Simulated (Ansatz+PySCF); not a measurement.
Results of a calculation; reference values are marked as such.
Input for Ansatz (development build ahead of 0.2.0):

```yaml
crystal:
  periodic: [false, false, false]
  atoms:
    - { symbol: B, position_ang: [0.0, 0.0, 0.0] }
    - { symbol: H, position_ang: [0.72294, 0.72294, 0.72294] }
    - { symbol: H, position_ang: [0.72294, -0.72294, -0.72294] }
    - { symbol: H, position_ang: [-0.72294, 0.72294, -0.72294] }
    - { symbol: H, position_ang: [-0.72294, -0.72294, 0.72294] }
basis:
  gaussian: { orbitals: def2-SVP }
total_charge: -1
hamiltonian:
  xc: hf
correlation:
  method: mp2
  frozen_orbitals: { B: 1, H: 0 }
scf:
  omitted_lower_state_checks: [starts, atomic_configurations, cluster_reference, orbital_swaps, given_window_search, neighbouring_geometries, increment]
```

The input is written out in the form of the current development build from the run's settings.

Results

```
Converged                       : yes
Reference energy                : -26.95473 hartree
Correlation energy              : -0.13290 hartree
Total energy                    : -27.08764 hartree
Spin squared of the determinant : 0.000
Stability test                  : minimum among restricted orbitals
```

Caution: no diffuse functions for an anion.
